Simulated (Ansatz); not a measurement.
Relative stability

Two relaxed structures of CH₃AlO, closed shell (PBE0-D4/def2-TZVP; forces vanish, vibrations not checked).

A:

```
6
angstrom
C -0.4125 0.4982 -0.3154
Al 0.6967 -0.8414 0.5325
O 1.6117 -1.9463 1.2321
H 0.0652 1.4791 -0.2639
H -1.3836 0.5609 0.1808
H -0.5774 0.2494 -1.3661
```

B:

```
6
angstrom
C -0.4841 0.6653 -0.1994
Al 0.5543 -0.6113 0.5591
O 1.4774 -2.0070 0.7108
H -0.0273 1.6516 -0.2921
H -1.5083 0.7226 0.1718
H 1.6770 -2.6593 0.0416
```

Program: Ansatz 0.2.0. Basis: def2-TZVPP. Cores are frozen in the correlated methods. B3LYP uses VWN-RPA correlation.

(1) Which structure is lower at CCSD(T), and by how much? (To be estimated.)

No T1 diagnostic of these runs exceeds 0.024. The restricted Hartree–Fock reference is unstable towards an unrestricted one at one or more of these structures.

Answers

(1) Computed: A, by 70.3 kJ/mol (electronic energy, against the other). By their contacts, A is CH₃AlO ([CH3][Al][O]) and B is CH₃AlO ([CH2][Al][OH]).

All methods give the same order:

```tsv
method	E(B) − E(A) (kJ/mol)
PBE-D4	81.8
r2SCAN-D4	77.8
PBE0-D4	71.4
B3LYP-D4	75.9
wB97M-V	74.1
HF	53.4
MP2	87.9
CCSD	65.2
CCSD(T)	70.3
```

Labels in which every atom is bracketed show which atoms are joined, not bond orders.

For scale, one of the runs: CCSD(T)/def2-TZVPP, 146 basis functions, launched by `ansatz run in.yaml --threads 2 --pin off --events-out ev --progress --plain --max-ram 4352MiB`. Hardware: 2 CPU threads of an Intel Xeon Platinum 8488C, shared host. Wall time 8.5 s; peak host memory 0.87 GiB.
